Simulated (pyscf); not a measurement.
This saddle point was located with ωB97X-D3(BJ)/def2-SVP in PySCF.

```xyz
7

Se    -0.4230     2.2361    -0.6617
H      0.1018     0.3955    -0.0736
C     -0.3258    -0.8487     0.1128
H     -0.8377     0.2942    -0.2993
H      0.4307    -1.3433    -0.5108
H     -0.1501    -0.9491     1.1913
H     -1.3194    -1.2567    -0.1410
```
Charge 0, spin multiplicity 2.

Surface: doublet, charge 0. Lowest wavenumbers (cm⁻¹): 2352i, 52, 347, 349, 570.

Q: What reaction is this the transition state of?

A: `[SeH]` [doublet] + `[CH4]` ⇌ `[SeH]` [doublet] + `[CH4]`, a four-centre exchange read from left to right: H–Se, C–H broken and H–Se, C–H formed. At CCSD(T)/def2-TZVPP + ΔMP2(QZVPP) it lies +74.3 kcal/mol from the left side and +74.3 kcal/mol from the right (each side as separated species at their lowest minima found). The same reactants have a lower exit, to H₃C–SeH + H• (barrier +58.4 kcal/mol at ωB97M-D3(BJ)/def2-TZVP, against +73.0 kcal/mol here). One saddle was located; it need not be the lowest between these sides. The CCSD(T) − MP2 part came from Ansatz, without density fitting, on the same reference. The frozen core leaves the outer d or s,p core shells of the metals and heavy elements correlated in the MP2 and CC values, and def2-TZVPP describes them poorly, which can shift differences by a few kcal/mol. Left out: the spin-orbit lowering of SeH, which is large for Br, Se, Te and I. Elements up to Kr have no core potential and no relativistic terms here.
